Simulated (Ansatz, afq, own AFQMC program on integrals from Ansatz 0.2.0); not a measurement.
## AlN, singlet in 6-31G, levels against full CI

```
atom   x (Å)   y (Å)   z (Å)
  Al  0.0000  0.0000  0.0000
   N  0.0000  0.0000  1.3590
```

Basis 6-31G. Noble-gas cores (and the filled d shells of Ga–Kr and In–Xe) are frozen. Integrals, coupled cluster, full CI and functionals: Ansatz 0.2.0; the random walks run on the same integrals in our own AFQMC program. ph-AFQMC/CISD is guided by a CISD state made of CCSD amplitudes; releasing the constraint for a short imaginary time cuts its bias at the price of noise, slowly where states lie close. Uncertainties: one standard error, sampling alone.

Determinant: RHF, the one that the program's search chose, which needn't be the lowest solution. The geometry is a point of a scan.

Full CI on the same integrals is exact in this basis and with this determinant's frozen core.

Cautions: restricted determinant unstable towards unrestricted (UHF 1.89 eV lower, ⟨S²⟩ 1.21); strong correlation (T1 0.121, weight of the determinant 0.66, largest double 0.32); (T) is large, 9 % of the CCSD correlation; CCSD(T) is in doubt: in a space of 8 electrons in 8 natural orbitals full CI lies 102 meV above it; the released energies are still falling, so no released level is given (meV from the phaseless value at times in 1/Eh: -20 ± 6 at 0.24, -32 ± 4 at 0.51, -52 ± 3 at 0.99, -64 ± 3 at 1.62, -71 ± 4 at 2.40).

```
T1 diagnostic                               : 0.1209
weight of the determinant in the CISD state : 0.661
size of the correlated space                : 8 electrons in 16 orbitals
```

Reference: full CI, correlation energy -5.858 eV. The cautions show a poor starting determinant, so the rows tell how each method copes with it here, and full CI is the sure value.

```
        level  E − E(reference) (kJ/mol)  share of correlation (%)
           HF                      565.2                      0.00
          MP2                      139.6                     75.29
         CCSD                       37.4                     93.38
      CCSD(T)                       -9.0                    101.59
        CCSDT                        4.6                     99.19
     CCSDT(Q)                       -4.0                    100.71
       CCSDTQ                        0.7                     99.87
ph-AFQMC/CISD                 10.4 ± 0.5                     98.17
```

CCSDT and higher add their correlation energy to the determinant of the CCSD(T) run, since their own runs factorise the integrals more tightly (a shift of under 2 meV). A walk keeps the symmetry of its determinant, which the program's search chose and which needn't be the lowest solution, so a lower state of the same spin and another symmetry isn't excluded.
